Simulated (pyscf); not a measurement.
H₃Ge–AsH• + H atom (H•) -> AsH [triplet] + germane (GeH₄), a substitution at Ge (triplet surface; As–Ge broken, Ge–H formed). Optimised with ωB97X-D3(BJ)/def2-SVP in PySCF. Correlated levels are frozen-core, on RHF or UHF. ΔMP2 is the change of the MP2 total energy from the triple- to the quadruple-zeta basis. Energies in kcal/mol from the separated reactants.

Small-basis levels: PySCF, no dispersion term, spherical d functions. AM1 to PM7: differences of heats of formation from MOPAC. GFN2-xTB: tblite. Open shells are spin-unrestricted. 

| level | barrier | reaction energy |
|---|---|---|
| HF/STO-3G | 18.9 | -38.6 |
| HF/3-21G | 15.5 | -40.4 |
| HF/6-31G*+LANL2DZ | 16.2 | -41.2 |
| SVWN5/6-31G*+LANL2DZ | -7.0 | -31.4 |
| B3LYP/3-21G | 2.3 | -35.6 |
| B3LYP/LANL2DZ | [?] | -40.3 |
| B3LYP/6-31G*+LANL2DZ | 2.3 | -38.9 |
| B3LYP/6-311+G**+LANL2DZ | [?] | -40.7 |
| B3LYP/def2-SVP | 2.6 | -32.2 |
| GFN2-xTB | -2.9 | -19.3 |
| PM6 | 4.2 | -57.1 |
| PM7 | -4.3 | -46.6 |
| CCSD(T)/def2-TZVPP + ΔMP2(QZVPP) | [?] | -31.5 |

Q: What belongs in the gaps?

A: 
- B3LYP/LANL2DZ, barrier: 1.6
- B3LYP/6-311+G**+LANL2DZ, barrier: 2.2
- CCSD(T)/def2-TZVPP + ΔMP2(QZVPP), barrier: 4.4

Against the last row the barrier runs from -11.5 (SVWN5/6-31G*+LANL2DZ) to +14.4 kcal/mol (HF/STO-3G). At SVWN5/6-31G*+LANL2DZ, GFN2-xTB, PM7 this geometry lies under one side, so the entry may be no barrier of that level: it is a single point on another level's saddle. CCSD(T)/def2-TZVPP + ΔMP2(QZVPP) has limits of its own. H₃Ge–AsH• + H• also meet on a surface of lower spin, which isn't treated here. One saddle was located; it need not be the lowest between these sides. The angle at the attacked Ge is 71° (front-side attack). The CCSD(T) − MP2 part came from Ansatz, without density fitting, on the same reference. The frozen core leaves the outer d or s,p core shells of the metals and heavy elements correlated in the MP2 and CC values, and def2-TZVPP describes them poorly, which can shift differences by a few kcal/mol. In the def2 sets elements up to Kr have no core potential.
